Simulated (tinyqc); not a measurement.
Hueckel theory of the pi electrons, for the molecule C=CC=C (SMILES; centres numbered as the heavy atoms are written), step by step. Computed by tinyqc, a small Python program that keeps every step. Settings: charge = 0. Command: `OMP_NUM_THREADS=1 python tinyqc.py 21753 21754 out.jsonl` (the two numbers bound the seeds that draw the settings). One thread of a shared host (Intel(R) Xeon(R) Processor @ 2.60GHz), about 0.01 s of CPU time with the checks.

## The Hueckel matrix

Centres:
```
centre  z_r, pi electrons of the neutral centre        h
1C                                            1  0.00000
2C                                            1  0.00000
3C                                            1  0.00000
4C                                            1  0.00000
```

Bonds:
```
i  j  k
1  2  1
2  3  1
3  4  1
```

H_rr = alpha + h_r beta, H_rs = k_rs beta for bonded centres.

Hueckel matrix in units of beta (H = alpha + beta A), lower triangle:
```
         1C       2C       3C       4C
1C  0.00000
2C  1.00000  0.00000
3C  0.00000  1.00000  0.00000
4C  0.00000  0.00000  1.00000  0.00000
```

## Orbitals

pi electrons, sum of z_r less the charge = 4

Diagonalise; E = alpha + x beta with beta < 0, so the largest x are filled first; degenerate levels share their electrons. P = sum n_i c_ri c_si; each orbital has its largest coefficient positive (the first on a tie).

x values: 1.61803  0.61803  -0.61803  -1.61803

occupations: 2.00000  2.00000  0.00000  0.00000

coefficients:
```
        MO1       MO2       MO3       MO4
1C  0.37175   0.60150   0.60150  -0.37175
2C  0.60150   0.37175  -0.37175   0.60150
3C  0.60150  -0.37175  -0.37175  -0.60150
4C  0.37175  -0.60150   0.60150   0.37175
```

charge and bond-order matrix P, lower triangle:
```
          1C       2C       3C       4C
1C   1.00000
2C   0.89443  1.00000
3C   0.00000  0.44721  1.00000
4C  -0.44721  0.00000  0.89443  1.00000
```

## Energy, charges, bond orders

E = sum n x; q_r = z_r - P_rr; bond order p = P_rs; free valence = sqrt(3) - sum of p over the bonds of the atom.

pi energy = 4 alpha + this times beta = 4.47214

pi charges: 1C 0.00000, 2C 0.00000, 3C 0.00000, 4C 0.00000

Bond orders and lengths from R = 1.517 - 0.180 p (angstrom, C-C alone):
```
bond        p        R
1-2   0.89443  1.35600
2-3   0.44721  1.43650
3-4   0.89443  1.35600
```

free valence of the carbons: 1C 0.83762, 2C 0.39041, 3C 0.39041, 4C 0.83762

gap between the highest filled and the next level = 1.23607 |beta|
